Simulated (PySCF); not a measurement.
**How well do the runs reproduce experiment for tetrahydrofuran?**

**The experiment to reproduce.**

NIST CCCBDB Release 22 (SRD 101), experimental dipoles lists, for the gas: dipole moment (dielectric constant against temperature) 1.63 D.

The results are set against them at the end.

Species: tetrahydrofuran, C4H8O.
SMILES with atom numbers: `[CH2:1]1[CH2:2][CH2:3][O:4][CH2:5]1` (hydrogens: H6, H7 on C1; H8, H9 on C2; H10, H11 on C3; H12, H13 on C5)

Structure used (GFN2-xTB), in Å, numbered top down from 1:
```
atom  x, y, z in Å
C1    -0.9030    0.3634   -0.4633
C2     0.4157    0.9929   -0.0204
C3     1.3123   -0.2397    0.0980
O4     0.4738   -1.3238    0.4650
C5    -0.8866   -0.9490    0.3204
H6    -0.8849    0.1649   -1.5356
H7    -1.7725    0.9731   -0.2296
H8     0.2974    1.4697    0.9534
H9     0.8065    1.7207   -0.7273
H10    2.0931   -0.1317    0.8560
H11    1.7891   -0.4691   -0.8657
H12   -1.4181   -1.7587   -0.1867
H13   -1.3273   -0.8122    1.3181
```

Runs made with PySCF (gas phase, on this GFN2-xTB geometry; no spin–orbit coupling):

```
         level                                                                      job  basis functions
 PBE0/pcSseg-1          shieldings, ring-centre shieldings, charges and field gradients              125
PBE0/def2-SVPD        6 singlets by full TDDFT, 2 Tamm–Dancoff triplets, polarisability              167
   B3LYP/pcJ-1  spin–spin couplings from 12 perturbed nuclei, spin–dipole term left out              215
```

Results beside the measurements:

**Dipole moment.** Measured: 1.63 D (NIST CCCBDB Release 22 (SRD 101), experimental dipoles).

```json
{"level": "PBE0/pcSseg-1", "computed (D)": "1.86", "computed − measured (D)": "+0.23", "% (from the printed values)": "+14"}
{"level": "PBE0/def2-SVPD", "computed (D)": "1.85", "computed − measured (D)": "+0.22", "% (from the printed values)": "+13"}
{"level": "B3LYP/pcJ-1", "computed (D)": "1.86", "computed − measured (D)": "+0.23", "% (from the printed values)": "+14"}
```

All 3 levels lie above the measurement. The computed dipoles belong to one fixed geometry; measured ones are averaged over vibrations unless marked μe. Magnitudes are compared, not signs.

The geometry is computed, not the measured one. Where a level misses, the cause wasn't examined.
